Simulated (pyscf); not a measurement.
Single points on ωB97X-D3(BJ)/def2-SVP structures (PySCF, gas phase).

`[CH3][CH][Cl]` [doublet] + `[ClH]` → `[CH3][CH]([Cl])[Cl]` + `[H]` [doublet]
Surface: doublet. Broken: Cl–H. Formed: C–Cl. Give ΔE‡ and ΔE from ωB97M-D3(BJ)/def2-TZVP, relative to the separated reactants.

ΔE‡ = 34.5 kcal/mol, ΔE = +24.5 kcal/mol. Zero-point energy shifts the barrier by -0.6 kcal/mol. It is an atom transfer, with an imaginary mode of 1172i cm⁻¹. This is the saddle that the search found; another between the same sides may lie lower. The angle at the transferred Cl is 176°.
